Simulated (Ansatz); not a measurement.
Ansatz (a quantum-chemistry and plane-wave program) input (CCSD(T)/aug-cc-pVDZ):

Ansatz 0.2 input:
```yaml
crystal:
  periodic: [false, false, false]
  atoms:
    - {symbol: C, position_ang: [0.63874074, 1.89342072, 0.00195313]}
    - {symbol: C, position_ang: [0.70759502, 0.41078658, -0.00085840]}
    - {symbol: C, position_ang: [-0.67868192, -0.27216770, 0.00012135]}
    - {symbol: C, position_ang: [-0.57821489, -1.79458016, -0.00101925]}
    - {symbol: H, position_ang: [-1.56665414, -2.25771799, 0.00015324]}
    - {symbol: H, position_ang: [0.51105224, 2.44129269, 0.92609949]}
    - {symbol: H, position_ang: [0.56597606, 2.44963775, -0.92296600]}
    - {symbol: H, position_ang: [-0.04027726, -2.15383375, 0.87959394]}
    - {symbol: H, position_ang: [-0.04295922, -2.15268690, -0.88372300]}
    - {symbol: H, position_ang: [1.25830305, 0.06017311, -0.88002076]}
    - {symbol: H, position_ang: [1.25857447, 0.05724931, 0.87754096]}
    - {symbol: H, position_ang: [-1.24137110, 0.06620165, -0.87423145]}
    - {symbol: H, position_ang: [-1.23927780, 0.06492752, 0.87637274]}
basis:
  gaussian:
    orbitals: aug-cc-pVDZ
magnetization: {spin_polarized: true, initial_magnetization: 1}
correlation: {method: ccsd_t, electrons: outside_noble_gas}
```

End of the output:

```
integrals: 1.07 GiB planned
1707 factors; integrals over basis functions are off by at most 7.2e-4 eV
mean field: 1.00 GiB planned
mean field evaluation 1: about -4259.3243 eV, gradient 2.7e1 eV
mean field evaluation 2: about -4259.3295 eV, gradient 2.7e1 eV
mean field evaluation 4: about -4263.5100 eV, gradient 2.9e0 eV
mean field evaluation 8: about -4263.5961 eV, gradient 1.4e-1 eV
mean field evaluation 16: about -4263.5813 eV, gradient 7.7e-1 eV
mean field -4263.59655184 eV, -156.6842833108 hartree, gradient 1.3e-6 eV, S^2 0.762973; 0 other end points of the search recorded, 0 dependent functions left out
4 core orbitals not correlated
reference -4263.59655184 eV, -156.6842833108 hartree; 13, 12 occupied and 156, 157 virtual orbitals, 1707 factors
second order -15.65170773 eV of doubles, -0.00000000 eV of singles
coupled cluster: 4.85 GiB planned
cycle   1  -16.80868374 eV  change    -1.2e0 eV  update   8.2e-2
cycle   2  -17.26759916 eV  change   -4.6e-1 eV  update   2.5e-2
cycle   3  -17.33497841 eV  change   -6.7e-2 eV  update   1.0e-2
cycle   4  -17.33583522 eV  change   -8.6e-4 eV  update   3.8e-3
cycle   5  -17.33574069 eV  change    9.5e-5 eV  update   1.7e-3
cycle   6  -17.33581464 eV  change   -7.4e-5 eV  update   6.0e-4
cycle   7  -17.33580418 eV  change    1.0e-5 eV  update   2.0e-4
cycle   8  -17.33581822 eV  change   -1.4e-5 eV  update   8.0e-5
cycle   9  -17.33580022 eV  change    1.8e-5 eV  update   2.8e-5
perturbative correction -0.54226264 eV, -0.0199277846 hartree
Total energy: -4281.47461471 eV, -157.3412900028 hartree
```

It need not be the lowest isomer of its formula.
